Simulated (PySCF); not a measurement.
**Telling isomers of C6H12 apart by NMR**

Computational details: couplings computed with B3LYP/pcJ-1 (spin–dipole term left out of most H,H and C,H couplings), geometry: PBE0-D3(BJ)/def2-SVP, NMR shieldings at PBE0/pcSseg-1/GIAO, in PySCF 2.14 (no solvent, one conformer, rapidly exchanging positions averaged, relativity neglected).

Chemical shifts δ = σref − σ; ¹H (31.27 ppm), ¹³C (184.41 ppm) vs TMS, all at this level. Multiplet labels drop J under 1 Hz and among equivalent protons, and merge close values. Unscaled 3J(H,H) run several per cent high. Vicinal couplings that depend on rotamer populations or ring flexing (ring, CH–CH, X–H and H–F types) are those of the one conformer. Shifts are as computed. Against solution values, carbons near 30 ppm lie about +2 ppm off and those near 130 ppm about +5 ppm. Of 1211 compounds with measured shifts, 218 miss one by over three times the rms of a fit or turn the order of signals round; such compounds aren't used in these exercises.

(1) Tabulate the signals of `C=CC(C)(C)C`, `CC1(C)CCC1` and their relative energies.

(2) What is the quickest way to tell C=CC(C)(C)C from CC1(C)CCC1?

Results:

(1) 
| SMILES | carbon types | δC | δH | E rel. (kcal/mol) |
| --- | --- | --- | --- | --- |
| C=CC(C)(C)C | 1×C 1×CH 1×CH2 3×CH3 | 159.3, 116.5, 34.7, 30.3 | 6.08 (m, 1H), 5.19 (m, 1H), 5.18 (m, 1H), 1.01 (s, 9H) | 1.1 |
| CC1(C)CCC1 | 1×C 3×CH2 2×CH3 | 35.4, 35.0, 30.5, 16.0 | 1.75 (m, 2H), 1.62 (m, 4H), 1.08 (s, 6H) | 0.0 |

Energies are electronic energies at PBE0/pcSseg-1 on these geometries, without zero-point or thermal terms, each for the one conformer computed, which needn't be the lowest.

(2) Both give the same number of carbon signals, but DEPT or the intensities differ. The first has an alkene CH at 159.3 ppm, the second an sp3 CH2 in a ring at 35.4 ppm. In the proton spectra the most deshielded non-exchanging signals are 6.08 (m, 1H) and 1.75 (m, 2H).
